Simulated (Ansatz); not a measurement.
**H₂O (triplet): the correlation ladder at distance H1–H2 along a hydrogen transfer = 0.745 Å, cc-pVDZ**

Aim: climb from Hartree-Fock through coupled cluster and multireference methods for H₂O (triplet) at one geometry and basis, and see what each rung misses.

Program: Ansatz 0.2.0, Gaussian basis. Level of theory: cc-pVDZ, core rule «outside noble gas», up to 1 orbitals frozen. These are calculated values, not measurements.

The runs, in order: UHF; CCSD(T) on ROHF; CCSD(T) on UHF; BCCD(T) on ROHF; CISD; CCSDT(Q) on ROHF; CCSDT(Q) on UHF; CCSDTQ on ROHF; CCSDTQ on UHF; CASSCF and MRCISD+Q, 4 electrons in 4 orbitals; CASSCF and NEVPT2, 4 electrons in 4 orbitals; CASSCF and MRCISD+Q, 8 electrons in 6 orbitals; CASSCF and NEVPT2, 8 electrons in 6 orbitals; Full CI.

### 1 What is computed

The geometry derives from fragments relaxed apart (PBE0/def2-TZVP) and kept rigid, so it is no stationary point. A hydrogen atom is moved between rigid fragments.

3 atoms, charge 0, spin multiplicity 3.

Atoms are counted from 1 here; the program's logs count them from 0.

Bond lengths: H1–H2 0.745 Å, H2–O3 1.221 Å. Angles: H1–H2–O3 180.0°.

### 2 UHF

Input file in.yaml:

```yaml
crystal:
  periodic: [false, false, false]
  atoms:
    - {symbol: H, position_ang: [0.000000, 0.000000, -0.903667]}
    - {symbol: H, position_ang: [0.000000, 0.000000, -0.158667]}
    - {symbol: O, position_ang: [0.000000, 0.000000, 1.062333]}
basis:
  gaussian: {orbitals: cc-pVDZ}
magnetization: {spin_polarized: true, initial_magnetization: 2}
hamiltonian: {xc: hf}
output: {orbitals: {seedname: orbitals}}
```

Started as:

```console
> ansatz run in.yaml --threads 1 --pin off --events-out ev --progress --plain --max-ram 3968MiB --backend cpu
```

After this run come: CCSD(T) on ROHF; CCSD(T) on UHF; BCCD(T) on ROHF; CISD; CCSDT(Q) on ROHF; CCSDT(Q) on UHF; CCSDTQ on ROHF; CCSDTQ on UHF; CASSCF and MRCISD+Q, 4 electrons in 4 orbitals; CASSCF and NEVPT2, 4 electrons in 4 orbitals; CASSCF and MRCISD+Q, 8 electrons in 6 orbitals; CASSCF and NEVPT2, 8 electrons in 6 orbitals; Full CI.

Before running them: what should the planned runs give, taken together? Wanted: FCI below the RHF energy; RMP2 from FCI; UMP2 from FCI; RCCSD from FCI; RCCSD(T) from FCI; UCCSD(T) from FCI; RCCSDT(Q) from FCI; UCCSDT(Q) from FCI; NEVPT2 pair from FCI.

As calculated:

| quantity | value |
| --- | --- |
| FCI below the RHF energy | -4.9710 eV |
| RMP2 from FCI | +730.5 meV |
| UMP2 from FCI | +707.1 meV |
| RCCSD from FCI | +70.2 meV |
| RCCSD(T) from FCI | +12.8 meV |
| UCCSD(T) from FCI | +11.5 meV |
| RCCSDT(Q) from FCI | -0.1 meV |
| UCCSDT(Q) from FCI | -1.2 meV |
| NEVPT2 pair from FCI | +573.2 meV |
| NEVPT2 valence from FCI | +790.4 meV |
| MRCISD+Q valence from FCI | +12.5 meV |
| levels within 1 kcal/mol (43 meV) | RCCSD(T), UCCSD(T), BCCD(T), RCCSDT, UCCSDT, RCCSDT(Q), UCCSDT(Q), RCCSDTQ, UCCSDTQ, MRCISD+Q valence |
| T1 diagnostic | 0.034 |
| effectively unpaired electrons | 2.02 |

In words: RCCSD(T) misses by +12.8 meV, 0.3 % of the correlation energy. One determinant dominates. Of the multireference levels listed MRCISD+Q valence comes nearest in total energy (+12.5 meV), which doesn't show that its space is the better one. These misses are within one basis, not against nature; the frozen cores of restricted and unrestricted runs differ, which can shift their rows.
